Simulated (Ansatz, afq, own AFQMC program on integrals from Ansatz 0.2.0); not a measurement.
# C, triplet → C, singlet

A free C atom.

E(singlet, charge +0) − E(triplet, charge +0) at this geometry, on UHF and RHF determinants.

Basis cc-pVTZ. Only valence electrons are correlated. AFQMC by an in-house program on the Cholesky factors that Ansatz 0.2.0 writes for its CCSD(T) run. The CISD trial takes its coefficients from CCSD amplitudes. Released means that phaseless walkers are propagated on without the constraint, phases kept. Uncertainties: one standard error, sampling alone. The errors of all members are added in quadrature.

Full CI on the same integrals is exact in this basis and with this determinant's frozen core.

Errors are counted within cc-pVTZ, not against nature.

Cautions: C (triplet): the released energies are still falling, so no released level is given (meV from the phaseless value at times in 1/Eh: 0 ± 3 at 0.24, -5 ± 3 at 0.50, -6 ± 3 at 1.00, -13 ± 3 at 1.50), though the last usable value meets full CI within the noise; C (singlet): another spin lies lower, restricted determinant unstable towards unrestricted (UHF 1.83 eV lower, ⟨S²⟩ 1.02), strong correlation (T1 0.008, weight of the determinant 0.80, largest double 0.28), the released energy hasn't reached full CI (58 meV above it at 1.00 1/Eh, later times being too noisy to tell), so no released level is given (meV from the phaseless value at times in 1/Eh: -19 ± 10 at 0.24, -18 ± 13 at 0.50, -31 ± 12 at 1.00, -18 ± 15 at 1.50), the determinant fills the p orbitals unequally in pairs, so it mixes two states of the atom (¹D and ¹S), and each level undoes that mixture to a different degree, while full CI gives the lower state, CCSDT(Q) on the UHF determinant differs (1.40 eV lower), perhaps since the unrestricted series falls towards higher spin, its ph-AFQMC/CISD value lies 89 ± 6 meV above full CI.

Reference (full CI): 30.9 kcal/mol.

```csv
level,vertical spin gap (kcal/mol),error against FCI (kcal/mol)
HF,56.1,25.2
MP2,44.8,13.9
CCSD,35.5,4.6
CCSD(T),33.6,2.7
CCSDT,33.3,2.4
CCSDT(Q),32.1,1.2
ph-AFQMC/HF,26.1 ± 1.1,-4.8 ± 1.1
ph-AFQMC/CISD,32.7 ± 0.2,1.9 ± 0.2
```

Correlation beyond CCSD(T) takes off 2.7 kcal/mol. The perturbative (T) step is worth −1.9 kcal/mol. Where a determinant mixes two states, these steps and errors hold in part the undoing of that mixture, and only full CI is sure.

CCSDT and higher add their correlation energy to the determinant of the CCSD(T) run, since their own runs factorise the integrals more tightly (a shift of under 2 meV).
